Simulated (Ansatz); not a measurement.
`[SH][Mg][SH]` + HCl → `[SH][Mg][Cl]` + H₂S at 600 K and 1 bar (ligand exchange at a Mg–S bond).

Program: Ansatz. Geometries: PBE0-D4/def2-TZVP. ΔE: electronic, gas phase. CBS: MP2 limit from def2 TZ/QZ plus the TZ coupled-cluster correction, frozen cores. This one scheme is used for every species. For Mg outer-core shells are correlated without core-valence functions, which leaves a few kJ/mol of doubt a bond. One conformer a species, not always the lowest.

```csv
species,CCSD(T)/CBS energy (Eh),H − E (kJ/mol),S (J/(mol·K))
`[SH][Mg][SH]`,-996.73763,89.6,377.4
HCl,-460.38127,35.4,207.2
`[SH][Mg][Cl]`,-1058.17129,62.9,351.8
H₂S,-398.97279,60.8,230.9
```

H − E and S are ideal-gas, rigid-rotor, harmonic terms from PBE0-D4/def2-TZVP, for one conformer and one mirror image of each species. 1 Eh = 2625.50 kJ/mol, R = 8.31446 J/(mol·K).

Problem. By hand: ΔE, ΔH, ΔS and ΔG.

Solution. ΔE = (-1058.17129) + (-398.97279) − (-996.73763) − (-460.38127) = -0.02518 Eh = -66.1 kJ/mol. Δ(H − E) = 62.9 + 60.8 − 89.6 − 35.4 = -1.3, so ΔH = -67.4 kJ/mol. ΔS = 351.8 + 230.9 − 377.4 − 207.2 = -1.9 J/(mol·K). ΔG = -67.4 − 600 × (-1.9)/1000 = -66.3 kJ/mol.

Problem. By hand: the equilibrium constant, and the temperature at which ΔG would vanish if ΔH and ΔS stayed fixed.

Solution. log₁₀ K = −ΔG/(RT ln 10) = 5.8. ΔG = 0 at ΔH/ΔS = 35474 K, far beyond where these terms or the molecules hold.

The number of gas molecules stays the same, so ΔS is small and ΔH decides. A doubt of 5 kJ/mol in ΔE shifts log₁₀ K by 0.4 here. Other conformers and mirror images would add mixing entropy, several J/(mol·K) or more a flexible species. These are equilibria of isolated gas molecules and say nothing of rates. Largest T1 diagnostic: 0.009 (customary marks: 0.02 for closed shells, 0.045 for open ones).
